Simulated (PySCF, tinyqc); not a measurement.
Orbital energy against energy difference: ionisation energy by orbital energies and by energy differences in the 6-31g basis, for CH2, spin multiplicity 1. Computed by the program tinyqc with PySCF. The cation is unrestricted; errors are against CCSD(T) in this basis, not against experiment.

Geometry (angstrom):
```
atom,x,y,z
C,0.0000,0.0000,0.0000
H,0.0000,0.9000,0.5440
H,0.0000,-0.9770,0.5900
```

CCSD(T) difference in the same basis = 8.9924 eV

IP-EOM-CCSD = 8.9541 eV

First vertical ionisation energy (eV):
```
method,-e(HOMO),E(cation) - E,error of -e(HOMO),error of the difference
HF,9.6940,8.279776,0.7015,-0.7127
LDA,4.8498,6.381573,-4.1427,-2.6109
PBE,4.4530,6.246742,-4.5395,-2.7457
B3LYP,5.6507,9.542654,-3.3417,0.5502
PBE0,5.9132,9.398821,-3.0792,0.4064
CAM-B3LYP,7.3797,9.518935,-1.6127,0.5265
LC-wPBE,8.8993,9.485632,-0.0932,0.4932
```

What does the comparison show, and why?

Koopmans errs by +0.70 eV and Delta-HF by -0.71 eV: relaxation, 1.41 eV, lowers the value and the missing correlation difference works against it. The PBE level is off by -4.5 eV through the wrong tail of its potential, though its energy difference is off by -2.75 eV; exact exchange deepens the level, and among the orbital energies LC-wPBE comes closest; among the differences PBE0 does. The restricted reference is unstable here: a spin-polarised solution lies 0.0291 hartree lower (PySCF), so results built on it describe a poor reference.
